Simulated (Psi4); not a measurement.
**HF/6-31G(d,p) (spherical functions) run of [C3H3]− (SMILES [C-]#CC)**

Aim: energy and gradient of [C3H3]−. The job is set up through a Python script.

Program for the calculation: Psi4 1.11.

1 further run of the same task is left out (set aside as unsound or not needed).

**1. The system as given**

[C3H3]− has 6 atoms, charge -1, and is taken as a singlet. SMILES: `[C-]#CC`. Geometry: relaxed at GFN2-xTB.

Bond lengths: C1–C2 1.228 Å, C2–C3 1.492 Å, C3–H4 1.108 Å, C3–H5 1.108 Å, C3–H6 1.108 Å. Angles: C1–C2–C3 179.7°, C2–C3–H4 112.2°, C2–C3–H5 112.2°, C2–C3–H6 112.2°, H4–C3–H5 106.6°, H4–C3–H6 106.6°, H5–C3–H6 106.6°.

**2. Energy and gradient at HF/6-31G(d,p) (spherical functions)**

The input, c3h3.py:

```python
import psi4

psi4.set_memory(1600000000)
psi4.set_num_threads(1)
psi4.set_output_file('run.log', False)

geom = psi4.geometry("""
-1 1
C      0.201240    -1.998200     0.964310
C      0.087170    -0.896470     0.432920
C     -0.044280     0.441560    -0.213210
H     -0.895410     0.483420    -0.921810
H      0.860510     0.720060    -0.789080
H     -0.209240     1.249630     0.526870
symmetry c1
no_reorient
no_com
""")

psi4.set_options(dict(basis='6-31G**', reference='rhf', puream=True, e_convergence=1e-09, d_convergence=1e-08, scf_type='pk'))

E, wfn = psi4.gradient("scf", return_wfn=True)
psi4.oeprop(wfn, "MULLIKEN_CHARGES", "LOWDIN_CHARGES", "QUADRUPOLE", title="SCF")
print('gradient / Eh bohr^-1')
print(E.np.round(6))
print(f'energy = {wfn.energy():.10f} Eh')
for k, v in sorted(psi4.core.scalar_variables().items()):
    print(f'{k:45s} {v:18.10f}')
```

The run is started by

```sh
python c3h3.py
```

run.log:

```text
[...]
  Running in c1 symmetry.
[...]
  Nuclear repulsion =   52.046540733745957
[...]
  Multiplicity = 1
[...]
  Nalpha       = 11
  Nbeta        = 11
[...]
    Number of basis functions: 57
[...]
   @RHF iter   1:  -115.08506427323346   -9.60875e-01   7.50116e-03 ADIIS/DIIS
[...]
   @RHF iter  11:  -115.21913952927545   -8.52651e-13   2.96728e-09 DIIS
[...]
    Orbital Energies [Eh]
    ---------------------
    Doubly Occupied:
       1A    -11.058466     2A    -10.915646     3A    -10.902707
       4A     -0.799403     5A     -0.667444     6A     -0.397743
       7A     -0.378455     8A     -0.378394     9A     -0.122120
      10A     -0.082424    11A     -0.082419
[...]
  @RHF Final Energy:  -115.21913952927545
   => Energetics <=
    Nuclear Repulsion Energy =             52.0465407337459567
    One-Electron Energy =                -262.9609165963944406
    Two-Electron Energy =                  95.6952363333730318
    Total Energy =                       -115.2191395292754521
[...]
  -Total Gradient:
     Atom            X                  Y                   Z
    ------   -----------------  -----------------  -----------------
       1        0.000435280938    -0.002874054801     0.001368115730
       2        0.000677589764    -0.009952505768     0.004888564971
       3       -0.000313359178     0.005611613038    -0.002747362833
       4       -0.007742488736    -0.000647465477    -0.006022617817
       5        0.008347978718     0.001548639356    -0.004767854146
       6       -0.001405001507     0.006313773652     0.007281154095
[...]
 Multipole Moments:
 ------------------------------------------------------------------------------------
     Multipole            Electronic (a.u.)      Nuclear  (a.u.)        Total (a.u.)
 ------------------------------------------------------------------------------------
 L = 1.  Multiply by 2.5417464519 to convert [e a0] to [Debye]
 Dipole X            :         -2.6469346            2.3066753           -0.3402593
 Dipole Y            :         26.5843123          -23.1785303            3.4057821
 Dipole Z            :        -12.8311496           11.1873676           -1.6437820
 Magnitude           :                                                    3.7969918
 L = 2.  Multiply by 1.3450342976 to convert [e a0^2] to [Debye ang]
 Quadrupole XX       :        -23.0488599            6.7363106          -16.3125492
 Quadrupole XY       :         12.4037016          -10.9760422            1.4276594
[...]
  Mulliken Charges: (a.u.)
   Center  Symbol    Alpha    Beta     Spin     Total
       1     C     3.23426  3.23426  0.00000 -0.46851
       2     C     3.20011  3.20011  0.00000 -0.40022
       3     C     3.15514  3.15514  0.00000 -0.31027
       4     H     0.47024  0.47024  0.00000  0.05951
       5     H     0.47010  0.47010  0.00000  0.05980
       6     H     0.47016  0.47016  0.00000  0.05968
   Total alpha = 11.00000, Total beta = 11.00000, Total charge = -1.00000
  Lowdin Charges: (a.u.)
   Center  Symbol    Alpha    Beta     Spin     Total
[...]
```

The script printed:

```text
gradient / Eh bohr^-1
[[ 0.000435 -0.002874  0.001368]
 [ 0.000678 -0.009953  0.004889]
 [-0.000313  0.005612 -0.002747]
 [-0.007742 -0.000647 -0.006023]
 [ 0.008348  0.001549 -0.004768]
 [-0.001405  0.006314  0.007281]]
energy = -115.2191395293 Eh
CURRENT ENERGY                                   -115.2191395293
CURRENT REFERENCE ENERGY                         -115.2191395293
DD SOLVATION ENERGY                                 0.0000000000
HF KINETIC ENERGY                                 115.2510888432
HF POTENTIAL ENERGY                              -230.4702283725
HF TOTAL ENERGY                                  -115.2191395293
HF VIRIAL RATIO                                     1.9997227851
NUCLEAR REPULSION ENERGY                           52.0465407337
ONE-ELECTRON ENERGY                              -262.9609165964
PCM POLARIZATION ENERGY                             0.0000000000
PE ENERGY                                           0.0000000000
SCF ITERATION ENERGY                             -115.2191395293
SCF ITERATIONS                                     11.0000000000
SCF TOTAL ENERGY                                 -115.2191395293
TWO-ELECTRON ENERGY                                95.6952363334
```

Wall time 1.9 s (1 thread of Intel Xeon 6975P-C (Granite Rapids), shared host); peak memory 0.2 GiB.

**3. Summary of results**

Level: HF/6-31G** (spherical functions).

| quantity | value |
| --- | --- |
| total energy | -115.21914 Eh |
| HOMO energy | -2.24 eV |
| LUMO energy | 11.36 eV |
| HOMO–LUMO gap (to an unbound level, set by the basis) | 13.61 eV |
| largest force on an atom | 0.571 eV/Å |

What this shows: The largest force is 0.57 eV/Å: the shape isn't a stationary point for this species at this level.
